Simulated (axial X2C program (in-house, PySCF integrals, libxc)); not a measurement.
Bond lengths and stretching modes, held linear, of FPF

Computed with an in-house all-electron X2C program for linear molecules (integrals from PySCF): two-component X2C with atomic mean-field Coulomb and Gaunt terms, Gaussian nuclei, basis F dyall-av3z, P dyall-v3z with contracted cores. Spin-free rows use the one-electron spin-free X2C Hamiltonian.

Masses F 18.998, P 30.974, F 18.998 u. States: 2c Ω = 1/2 (beyond evenly filled blocks: ω = 1/2); spin-free M_S = 1/2, Λ = 1 (beyond evenly filled blocks: π+α).

PBE0, 2c: energies above the lowest point

```json
{"r(F–P) (Å)": "1.6214", "r(P–F) (Å)": "1.6214", "E (meV)": "41.15"}
{"r(F–P) (Å)": "1.6214", "r(P–F) (Å)": "1.6630", "E (meV)": "17.72"}
{"r(F–P) (Å)": "1.6214", "r(P–F) (Å)": "1.7046", "E (meV)": "29.33"}
{"r(F–P) (Å)": "1.6630", "r(P–F) (Å)": "1.6214", "E (meV)": "17.72"}
{"r(F–P) (Å)": "1.6630", "r(P–F) (Å)": "1.6630", "E (meV)": "0.00"}
{"r(F–P) (Å)": "1.6630", "r(P–F) (Å)": "1.7046", "E (meV)": "17.33"}
{"r(F–P) (Å)": "1.6630", "r(P–F) (Å)": "1.7462", "E (meV)": "62.51"}
{"r(F–P) (Å)": "1.7046", "r(P–F) (Å)": "1.6214", "E (meV)": "29.33"}
{"r(F–P) (Å)": "1.7046", "r(P–F) (Å)": "1.6630", "E (meV)": "17.33"}
{"r(F–P) (Å)": "1.7046", "r(P–F) (Å)": "1.7046", "E (meV)": "40.40"}
{"r(F–P) (Å)": "1.7462", "r(P–F) (Å)": "1.6630", "E (meV)": "62.51"}
{"r(F–P) (Å)": "1.7462", "r(P–F) (Å)": "1.7462", "E (meV)": "147.78"}
```

Problem. Fit a quadratic surface with cubic terms in each bond: where is the minimum, and what are the two stretching wavenumbers?

Solution. At PBE0, 2c: bonds 1.662 and 1.662 Å; harmonic stretches 581.8 and 737.2 cm⁻¹; force constants 3.26, 3.26 and coupling 0.53 mdyn/Å.

The other levels and Hamiltonians give:

```
Hamiltonian  level  r(F–P) (Å)  r(P–F) (Å)  lower stretch (cm⁻¹)  upper stretch (cm⁻¹)
         2c     HF       1.638       1.638                 597.8                 711.6
         2c    PBE       1.693       1.693                 546.6                 695.3
         2c    MP2       1.665       1.665                 585.0                 748.1
  spin-free   PBE0       1.662       1.662                 581.9                 737.3
  spin-free     HF       1.638       1.638                 597.9                 711.6
  spin-free    PBE       1.693       1.693                 546.8                 695.5
  spin-free    MP2       1.664       1.664                 585.2                 748.3
```

Each state is one determinant, the lowest of a limited PBE0 search; the stretches come from a fit to these few points and carry an uncertainty of a few per cent. Other orders of the atoms were not compared. MP2 freezes inner shells (threshold -2 hartree). The molecule was held linear; bending was not examined, so a bent shape may lie lower. Note: functional without a current term on a determinant with orbital currents, of the molecule or an atom.
